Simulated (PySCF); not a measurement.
C4H6NO (doublet state).
Cartesian coordinates in Å at the GFN2-xTB level; atoms count from 1:
```xyz
12
C4H6NO angstrom
O      2.572    0.586   -0.116
C      1.377    0.352   -0.072
C      0.262    1.226   -0.266
C     -1.017    0.506   -0.116
C     -0.597   -0.942    0.198
N      0.838   -0.891    0.193
H      0.347    2.271   -0.491
H     -1.628    0.936    0.684
H     -1.620    0.566   -1.028
H     -0.968   -1.644   -0.558
H     -0.975   -1.270    1.174
H      1.410   -1.697    0.372
```

The hyperfine couplings belong to this conformer and change with its torsions.

Identity: `O=C1[CH]CCN1` [radical].

Level of theory: UKS B3LYP, pcH-1 on C H N O, non-relativistic, mean-field spin-orbit, GIAO (PySCF 2.14.0). Isolated species at its GFN2-xTB geometry, gas phase. The geometry wasn't refined by DFT: couplings that depend on bond lengths, twists or pyramidal angles can differ widely from those at the functional's own minimum. The SCF solution wasn't tested for stability.

**Question.** Where do the isotropic ENDOR lines of C3, C2, C4, C5, N6, H8/H9, H7, H10/H11 and H12 fall at 335.9 mT, to first order?

**Answer.** For S = 1/2 in fast tumbling each set of equivalent nuclei gives two lines, ν± = |νn ± a/2| to first order, with νn = g_N μN B/h and μN/h = 7.62259 MHz/T.

| nuclei | isotope | g_N | νn (MHz) | a_iso (MHz) | lower line (MHz) | upper line (MHz) |
| --- | --- | --- | --- | --- | --- | --- |
| C3 | 13C | 1.4048 | 3.60 | 73.08 | 32.94 | 40.14 |
| C2 | 13C | 1.4048 | 3.60 | -37.43 | 15.12 | 22.31 |
| C4 | 13C | 1.4048 | 3.60 | -30.44 | 11.62 | 18.82 |
| C5 | 13C | 1.4048 | 3.60 | -2.26 | 2.47 | 4.73 |
| N6 | 14N | 0.4038 | 1.03 | 2.83 | 0.38 | 2.45 |
| H8/H9 | 1H | 5.5857 | 14.30 | 120.74 | 46.07 | 74.67 |
| H7 | 1H | 5.5857 | 14.30 | -57.05 | 14.22 | 42.83 |
| H10/H11 | 1H | 5.5857 | 14.30 | 12.97 | 7.82 | 20.79 |
| H12 | 1H | 5.5857 | 14.30 | -9.04 | 9.78 | 18.82 |

The rows for 13C, of low natural abundance, apply to labelled samples.

**Question.** Which pairs are centred on the nuclear Larmor frequency, and which on half the coupling?

**Answer.** Centred on νn, since |a| < 2νn: C5, H10/H11 and H12. Centred on |a|/2 and split by 2νn: C3, C2, C4, N6, H8/H9 and H7.

**Question.** At what field would the lower line of C3 fall to zero frequency?

**Answer.** Where νn = |a|/2, that is B = 36.54 MHz/(1.4048 × 7.62259 MHz/T) = 3410 mT, as far as first order holds there.

Means are taken over nuclei equivalent by connectivity, which assumes that they swap fast.

Time: 35 s wall (with the writing of density and orbital grids); peak memory 0.76 GiB. Hardware: Arm Neoverse V2, one thread (shared host).
